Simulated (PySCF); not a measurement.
Level of theory: B3LYP-D3(BJ)/def2-TZVP (PySCF). All species are isolated molecules in the gas phase. B3LYP has the VWN-RPA correlation part, as in Gaussian. 

Reference species (SMILES): `N[B]N` (neutral, multiplicity 2).

```
Quantity       Result
-------------  ------
dipole moment  1.64 D
```

Changed species: `[NH2]` (radical fragment; the reference has radical fragment).

Question: Give the shifts of the dipole moment.

Answer: the dipole moment rises by 0.30 D, to 1.94 D.
